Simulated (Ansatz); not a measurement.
Complex (SMILES): F (HF) with F (HF), atoms 1 to 2 the first; geometry from A24 set, monomers rigid:
```xyz
4

H      0.0000     0.8027     1.6953
F      0.0000    -0.0460     1.3403
H      0.0000    -0.1204    -0.4908
F      0.0000     0.0098    -1.4042
```

Interaction energy at CCSD(T) with Ansatz (a quantum-chemistry and plane-wave program), kcal/mol, without and with the counterpoise correction (monomers among the partner's ghost functions). All functions are spherical. Cores are frozen. No added dispersion term, no relativity. Reference, counterpoise-corrected: Hartree-Fock in aug-cc-pVQZ plus the correlation part extrapolated as X^-3 from aug-cc-pVTZ and aug-cc-pVQZ, -4.61.

```json
[
 {"basis": "STO-3G", "functions": "12", "uncorrected": "-4.12"},
 {"basis": "def2-SV(P)", "functions": "32", "uncorrected": "-6.82"},
 {"basis": "pcseg-1", "functions": "38", "uncorrected": "-5.72"},
 {"basis": "def2-TZVPP", "functions": "90", "uncorrected": "-4.77"},
 {"basis": "def2-TZVPD", "functions": "98", "uncorrected": "-4.43"},
 {"basis": "jun-cc-pV(T+d)Z", "functions": "106", "uncorrected": "-4.58"},
 {"basis": "pcseg-3", "functions": "186", "uncorrected": "-4.70"},
 {"basis": "pcseg-4", "functions": "324", "uncorrected": "-4.65"}
]
```

### Question
How large is the counterpoise correction in each set?

### Answer
STO-3G 5.49, def2-SV(P) 2.41, pcseg-1 1.73, def2-TZVPP 0.69, def2-TZVPD 0.40, jun-cc-pV(T+d)Z 0.43, pcseg-3 0.29, pcseg-4 0.13 kcal/mol. The corrected value lies nearer the reference in 2 of 8 rows.
